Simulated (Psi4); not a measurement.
# PF3 (SMILES FP(F)F): levels of theory compared

Aim: a comparison of 4 runs (HF/STO-3G, PBE0/def2-SVP, B3LYP/6-31G*, CEPA(0)/def2-SVP) of PF3. 

The calculation is run with Psi4 1.11.

## Step 1: The system as given

PF3 has 4 atoms, charge 0, and is taken as a singlet. As SMILES, `FP(F)F`. The coordinates come from a GFN2-xTB relaxation.

Bond lengths: P1–F2 1.597 Å, P1–F3 1.598 Å, P1–F4 1.598 Å. Angles: F2–P1–F3 94.0°, F2–P1–F4 93.9°, F3–P1–F4 94.0°.

## Step 2: A single-point energy at HF/STO-3G (run 1)

Contents of f3p.json:

```json
{
 "schema_name": "qcschema_input",
 "schema_version": 1,
 "molecule": {
  "schema_name": "qcschema_molecule",
  "schema_version": 2,
  "symbols": ["P", "F", "F", "F"],
  "geometry": [-0.00874943, 0.00961871, 1.21375219, 2.55039328, -0.0558603, -0.38389786, -1.22546849, 2.23034926, -0.4312166, -1.31619425, -2.18410766, -0.39863773],
  "molecular_charge": 0,
  "molecular_multiplicity": 1,
  "fix_symmetry": "c1"
 },
 "driver": "energy",
 "model": {
  "method": "scf",
  "basis": "STO-3G"
 },
 "keywords": {
  "reference": "rhf",
  "puream": true,
  "e_convergence": 1e-09,
  "d_convergence": 1e-08,
  "scf_type": "pk",
  "scf_properties": ["QUADRUPOLE", "WIBERG_LOWDIN_INDICES", "MULLIKEN_CHARGES"]
 }
}
```

Launch:

```bash
$ psi4 --qcschema f3p.json -n 1 --memory 1600MB
```

stdout:

```text
[...]
  Running in c1 symmetry.
[...]
  Nuclear repulsion =  189.190298270883147
[...]
  Multiplicity = 1
[...]
  Nalpha       = 21
  Nbeta        = 21
[...]
    Number of basis functions: 24
[...]
   @RHF iter   1:  -630.90931943518433   -1.47670e+00   1.41653e-02 DIIS/ADIIS
[...]
   @RHF iter   9:  -631.02661202673801   -1.71667e-11   6.17740e-09 DIIS
[...]
  @RHF Final Energy:  -631.02661202673801
   => Energetics <=
    Nuclear Repulsion Energy =            189.1902982708831473
    One-Electron Energy =               -1261.7905355027792211
    Two-Electron Energy =                 441.5736252051580095
    Total Energy =                       -631.0266120267380074
[...]
 Multipole Moments:
 ------------------------------------------------------------------------------------
     Multipole            Electronic (a.u.)      Nuclear  (a.u.)        Total (a.u.)
 ------------------------------------------------------------------------------------
 L = 1.  Multiply by 2.5417464519 to convert [e a0] to [Debye]
 Dipole X            :         -0.0014277           -0.0024701           -0.0038978
 Dipole Y            :          0.0027952            0.0027170            0.0055122
 Dipole Z            :          0.3105786            0.3428508            0.6534294
 Magnitude           :                                                    0.6534643
 L = 2.  Multiply by 1.3450342976 to convert [e a0^2] to [Debye ang]
 Quadrupole XX       :       -105.9447608           87.6488982          -18.2958626
 Quadrupole XY       :          0.0104956           -0.0099969            0.0004987
[...]
```

The result, in JSON:

```text
{
 "driver": "energy",
 "model": {
  "method": "scf",
  "basis": "STO-3G"
 },
 "success": true,
 "return_result": -631.026612026738,
 "properties": {
  "calcinfo_nbasis": 24,
  "calcinfo_nmo": 24,
  "calcinfo_nalpha": 21,
  "calcinfo_nbeta": 21,
  "calcinfo_natom": 4,
  "nuclear_repulsion_energy": 189.19029827088315,
  "return_energy": -631.026612026738,
  "scf_one_electron_energy": -1261.7905355027792,
  "scf_two_electron_energy": 441.573625205158,
  "scf_dipole_moment": [-0.003897816418702238, 0.005512198084043796, 0.6534294171114874],
  "scf_total_energy": -631.026612026738,
  "scf_iterations": 9
 }
}
```

Wall time 1.3 s (1 thread of Intel Xeon 6975P-C (Granite Rapids), shared host); peak memory 0.18 GiB.

## Step 3: Energy and gradient at PBE0/def2-SVP (run 2)

Contents of job.py:

```python
import psi4

psi4.set_memory(1600000000)
psi4.set_num_threads(1)
psi4.core.set_output_file('f3p.out', False)

mol = psi4.geometry("""
P     -0.004630     0.005090     0.642290
F      1.349610    -0.029560    -0.203150
F     -0.648490     1.180250    -0.228190
F     -0.696500    -1.155780    -0.210950
symmetry c1
no_reorient
no_com
""")

options = {'basis': 'def2-SVP', 'puream': True, 'e_convergence': 1e-09, 'd_convergence': 1e-08, 'scf_type': 'pk', 'dft_radial_points': 99, 'dft_spherical_points': 590}
psi4.set_options(options)

E, wfn = psi4.gradient('pbe0', return_wfn=True)
psi4.oeprop(wfn, 'DIPOLE', 'MAYER_INDICES', 'MULLIKEN_CHARGES')
print('gradient / Eh bohr^-1')
print(E.np.round(6))
print(f'energy = {wfn.energy():.10f} Eh')
```

Launch:

```bash
$ python job.py
```

f3p.out:

```text
[...]
  Running in c1 symmetry.
[...]
  Nuclear repulsion =  189.190298219164447
[...]
  Multiplicity = 1
[...]
  Nalpha       = 21
  Nbeta        = 21
[...]
    Number of basis functions: 60
[...]
   @RKS iter   1:  -640.12078641218613   -2.49467e-01   8.50042e-03 DIIS/ADIIS
[...]
   @RKS iter  10:  -640.20554288400206    2.27374e-13   1.94027e-09 DIIS
[...]
  @RKS Final Energy:  -640.20554288400206
   => Energetics <=
    Nuclear Repulsion Energy =            189.1902982191644469
    One-Electron Energy =               -1265.5906902158546927
    Two-Electron Energy =                 477.2855489883220343
    DFT Exchange-Correlation Energy =     -41.0906998756335895
    Empirical Dispersion Energy =           0.0000000000000000
    VV10 Nonlocal Energy =                  0.0000000000000000
    Total Energy =                       -640.2055428840019431
[...]
  -Total Gradient:
     Atom            X                  Y                   Z
    ------   -----------------  -----------------  -----------------
       1        0.000430031058     0.000369877309     0.026999798394
       2       -0.008179682132     0.000054209553    -0.008786288205
       3        0.003772940600    -0.006787657513    -0.008994306482
       4        0.003990552205     0.006350117245    -0.009200284338
[...]
  Mulliken Charges: (a.u.)
   Center  Symbol    Alpha    Beta     Spin     Total
       1     P     7.00167  7.00167  0.00000  0.99665
       2     F     4.66583  4.66583  0.00000 -0.33166
       3     F     4.66619  4.66619  0.00000 -0.33238
       4     F     4.66631  4.66631  0.00000 -0.33262
   Total alpha = 21.00000, Total beta = 21.00000, Total charge =  0.00000
  Mayer Bond Indices:
[...]
```

On the terminal:

```text
gradient / Eh bohr^-1
[[ 4.300e-04  3.700e-04  2.700e-02]
 [-8.180e-03  5.400e-05 -8.786e-03]
 [ 3.773e-03 -6.788e-03 -8.994e-03]
 [ 3.991e-03  6.350e-03 -9.200e-03]]
energy = -640.2055428840 Eh
```

Run time: 6.6 s. Hardware: 1 thread of Intel Xeon 6975P-C (Granite Rapids), shared host; peak memory 0.56 GiB.

Run 3 isn't shown in full; the table further down has it.

## Step 4: A single-point energy at CEPA(0)/def2-SVP (Cholesky decomposition) (run 4)

Contents of input.json:

```json
{
 "schema_name": "qcschema_input",
 "schema_version": 1,
 "molecule": {
  "schema_name": "qcschema_molecule",
  "schema_version": 2,
  "symbols": ["P", "F", "F", "F"],
  "geometry": [-0.00874943, 0.00961871, 1.21375219, 2.55039328, -0.0558603, -0.38389786, -1.22546849, 2.23034926, -0.4312166, -1.31619425, -2.18410766, -0.39863773],
  "molecular_charge": 0,
  "molecular_multiplicity": 1,
  "fix_com": true,
  "fix_orientation": true
 },
 "driver": "energy",
 "model": {
  "method": "cepa(0)",
  "basis": "def2-SVP"
 },
 "keywords": {
  "reference": "rhf",
  "scf_type": "cd",
  "freeze_core": true
 }
}
```

Launch:

```bash
$ psi4 --qcschema input.json -n 1 --memory 1600MB
```

stdout:

```text
[...]
  Running in c1 symmetry.
[...]
  Nuclear repulsion =  189.190298270883147
[...]
  Multiplicity = 1
[...]
  Nalpha       = 21
  Nbeta        = 21
[...]
    Number of basis functions: 60
[...]
   @RHF iter   1:  -638.70100508016446   -6.37572e-01   7.58790e-03 ADIIS/DIIS
[...]
   @RHF iter  10:  -638.78184461428123   -4.88853e-12   7.37870e-09 DIIS
[...]
  @RHF Final Energy:  -638.78184461428123
   => Energetics <=
    Nuclear Repulsion Energy =            189.1902982708831473
    One-Electron Energy =               -1265.0133754883106576
    Two-Electron Energy =                 437.0412326031462271
    Total Energy =                       -638.7818446142812263
[...]
 Multipole Moments:
 ------------------------------------------------------------------------------------
     Multipole            Electronic (a.u.)      Nuclear  (a.u.)        Total (a.u.)
 ------------------------------------------------------------------------------------
 L = 1.  Multiply by 2.5417464519 to convert [e a0] to [Debye]
 Dipole X            :          0.0485078           -0.0526666           -0.0041588
 Dipole Y            :         -0.0499366            0.0577124            0.0077758
 Dipole Z            :         -6.3825553            7.2825131            0.8999579
 Magnitude           :                                                    0.9000011
[...]
      * SCS-MP2 total energy:                 -639.422972691522
[...]
      * MP2 total energy:                     -639.448013802504
[...]
```

The result, in JSON:

```text
{
 "driver": "energy",
 "model": {
  "method": "cepa(0)",
  "basis": "def2-SVP"
 },
 "success": true,
 "return_result": -639.4738151475865,
 "properties": {
  "calcinfo_nbasis": 60,
  "calcinfo_nmo": 60,
  "calcinfo_nalpha": 21,
  "calcinfo_nbeta": 21,
  "calcinfo_natom": 4,
  "nuclear_repulsion_energy": 189.19029827088315,
  "return_energy": -639.4738151475865,
  "scf_one_electron_energy": -1265.0133754883107,
  "scf_two_electron_energy": 437.0412326031462,
  "scf_dipole_moment": [-0.004158829194216063, 0.007775762471540215, 0.899957889190949],
  "scf_total_energy": -638.7818446142812,
  "scf_iterations": 10,
  "mp2_same_spin_correlation_energy": -0.1826249407236755,
  "mp2_opposite_spin_correlation_energy": -0.48354424749933117,
  "mp2_singles_energy": 0.0,
  "mp2_doubles_energy": -0.6661691882230066,
  "mp2_correlation_energy": -0.6661691882230066,
  "mp2_total_energy": -639.4480138025042
 }
}
```

Wall time 2.7 s (1 thread of Intel Xeon 6975P-C (Granite Rapids), shared host); peak memory 0.28 GiB.

## Step 5: The series

```
run                                      level      task         integration grid  energy (Eh)  dipole moment (D)  HOMO energy (eV)  LUMO energy (eV)  wall time
  1                                  HF/STO-3G    energy                        –  -631.026612               1.66             -8.70             10.98      1.3 s
  2                              PBE0/def2-SVP  gradient  99 radial × 590 angular  -640.205543               1.72             -9.54             -0.26      6.6 s
  3         B3LYP/6-31G* (Cartesian functions)  gradient  99 radial × 590 angular  -640.953824               1.55             -9.09             -0.45        6 s
  4  CEPA(0)/def2-SVP (Cholesky decomposition)    energy                        –  -639.473815                  –            -13.27              3.55      2.7 s
```

## Step 6: Outcome

```
                                          quantity          value
                               run 4: total energy  -639.47382 Eh
        run 4: HOMO energy (Hartree–Fock orbitals)      -13.27 eV
        run 4: LUMO energy (Hartree–Fock orbitals)        3.55 eV
      run 4: HOMO–LUMO gap (Hartree–Fock orbitals)       16.82 eV
run 4: correlation energy (8 core orbitals frozen)     -692.0 mEh
```

Over runs 1, 2, 3 the dipole moment (its size) runs from 1.55 D (B3LYP/6-31G*) to 1.72 D (PBE0/def2-SVP). The two ends differ in method and basis. Over runs 1, 2, 3 the HOMO–LUMO gap runs from 8.64 eV (B3LYP/6-31G*) to 19.68 eV (HF/STO-3G). Totals of different functionals can't be ranked against each other. In run 1 the basis is minimal, so the values are rough. All runs together took 17 s, the longest 6.6 s.
